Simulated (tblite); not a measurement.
Run record: tight-binding relaxation, `C/N=C(\C)C[O]` [radical].

Computed with GFN2-xTB geometry optimisation, gas phase (tblite 0.8.0). Start geometry: from a force field or distance geometry. The input is one job of a driver script: a line of settings, then coordinates in Å.

Command:
```bash
OMP_NUM_THREADS=1 python probes_run.py task.json out
```

Input:
```
{"job": {"kind": "relax", "xc": "GFN2-xTB", "basis": "xTB"}, "charge": 0, "multiplicity": 2}
C      1.920200    -0.577100    -0.216100
N      0.532900    -1.030000    -0.296100
C     -0.403500    -0.185600    -0.043700
C     -0.168500     1.264200     0.370200
C     -1.879100    -0.651500    -0.155600
O     -2.479900     0.123300    -1.063400
H      2.566800    -1.342400    -0.637700
H      2.083600     0.340400    -0.797000
H      2.227700    -0.415300     0.822700
H      0.094000     1.852700    -0.493400
H      0.634300     1.308200     1.114000
H     -1.068400     1.676000     0.842000
H     -1.827700    -1.732100    -0.343800
H     -2.233000    -0.631400     0.875900
```

Output:
```
step      E/eV     max force
  0    -530.83359    2.546
  1    -530.94374    2.148
  2    -531.00812    0.760
  3    -531.04484    0.426
  4    -531.06638    0.301
  5    -531.07325    0.194
  6    -531.07819    0.154
  7    -531.08162    0.168
  8    -531.08591    0.204
  9    -531.09125    0.215
... (129 lines left out)
139    -531.18940    0.096
140    -531.18951    0.055
141    -531.18985    0.023
142    -531.18994    0.039
143    -531.19002    0.030
144    -531.19008    0.012
145    -531.19010    0.014
146    -531.19012    0.012
147    -531.19014    0.011
148    -531.19015    0.009
```

«max force» is the largest atomic force in eV/Å.

Task: From which step on does the largest force stay under 0.1 eV/Å, and how much energy is left to gain from there?

Result: From step 130 (0.025 eV/Å), 3.3 meV above the end.

Main results: energy lowered by 8.2 kcal/mol over 148 steps; largest atomic force 0.009 eV/Å at the end.

Task: Where do the atoms end?

Result: 0.590 Å rms from the input after alignment:
```
atom  x, y, z in Å
C1     1.9928   -0.6918   -0.2663
N2     0.5871   -0.8735   -0.1674
C3    -0.3287   -0.0601    0.0191
C4    -0.3127    1.4129    0.2314
C5    -1.7784   -0.6875    0.0141
O6    -2.6522    0.0654   -0.5889
H7     2.3247   -1.1439   -1.2015
H8     2.3060    0.3576   -0.2369
H9     2.4627   -1.2339    0.5552
H10    0.5925    1.8555   -0.1795
H11   -0.3582    1.6235    1.2998
H12   -1.1968    1.8374   -0.2412
H13   -1.6857   -1.7200   -0.3760
H14   -1.9539   -0.7420    1.1158
```

On Arm Neoverse V1, one thread, no GPU, on a shared host, this took 0.73 s wall.
Labels such as C1 count atoms from 1, the log's own numbers from 0.
